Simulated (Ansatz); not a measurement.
`O=NF`, relaxed with RKS PBE-D4/def2-SVP in the Gaussian-basis code of Ansatz from a rough embedded geometry. The force threshold is 0.03 eV/Å; the program also tests the step.

Total charge 0; spin multiplicity 1.

Start:

```xyz
3

O     0.867   -0.587    0.022
N     0.276    0.368    0.208
F    -1.143    0.219   -0.230
```

By how much does the energy fall, and how many steps does the optimiser take? (Best estimate.)

Ansatz gave: 0.30 kcal/mol, in 3 steps.

Which bonds change most? (Estimate.)

Computed: N2–F3 from 1.492 to 1.519 Å; O1–N2 from 1.139 to 1.149 Å.

Give the relaxed structure. (An estimate is asked.)

Computed: 
```xyz
3

O     0.876   -0.593    0.023
N     0.284    0.373    0.212
F    -1.160    0.221   -0.234
```
